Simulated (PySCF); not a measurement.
A GIAO shielding run with PySCF 2.14.0 with density-fitted response routines (density fitting, non-relativistic, gas phase) on `InChI=1S/C2H4O3S/c1-2-6(3,4)5/h2H,1H2,(H,3,4,5)`:

```
$ OMP_NUM_THREADS=1 python probes_run.py task.json out

{"job": {"kind": "nmr", "xc": "PBE0", "basis": "pcSseg-1"}, "charge": 0, "multiplicity": 1}
C      1.571722     0.395372    -0.337754
C      0.709668     0.024696     0.578449
S     -0.855542    -0.640685     0.054118
O     -0.887832    -0.793791    -1.369326
O     -1.219555    -1.735076     0.888508
O     -1.814720     0.615456     0.407817
H      1.317998     0.268158    -1.377608
H      2.536326     0.818385    -0.106664
H      0.826626     0.078440     1.643851
H     -2.175810     0.973700    -0.403918
```

Hardware: 1 thread of an Intel Xeon, shared host. The job also computes population analyses, field gradients.

(1) How large is the calculation?

(2) How long does it take, and how much memory does it need?

Answers

(1) 56 electrons, 129 basis functions and 694 auxiliary functions.

(2) 15 s of wall time, with 14 SCF cycles and 5 response iterations; peak memory 0.67 GiB. Times on a shared host scatter by some tens of per cent.
